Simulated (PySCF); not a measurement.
**Rotational lines of CN⁻**

Lines J+1 ← J of the vibrational ground state, computed from RHF-CCSD(T) constants of CN⁻, ¹Σ⁺ (singlet), closed shell (PySCF, no relativity, basis sets C aug-cc-pVDZ, N aug-cc-pVDZ; masses 12.0000 and 14.0031 u), in MHz:

| J | ν (MHz) |
| --- | --- |
| 2 | 323478 |
| 3 | 431285 |
| 4 | 539075 |
| 5 | 646844 |
| 6 | 754588 |

(1) Find B0 and the effective bond length r0; with αe = 0.0163 cm⁻¹, find Re.

Correlated steps freeze 2 core orbitals. Correlated levels converge slowly with the basis: in double zeta they bind strong bonds too weakly, by up to about 1 eV, and carry superposition errors of some tenths. For an ion De counts to the pair picked by the measured ionisation energies or electron affinities, which need not be the lowest pair at this level. Where the molecule has an RHF reference, its open-shell atoms are computed with UHF.

Results:

(1) ν = 2B0(J+1) − 4D(J+1)³ gives B0 = 1.7984 cm⁻¹. With the reduced mass μred = 6.4622 u, r0 = √(16.8576/(μred·B0)) (u, cm⁻¹, Å) = 1.2044 Å. Be = B0 + αe/2 = 1.8066 cm⁻¹ gives Re = 1.202 Å.
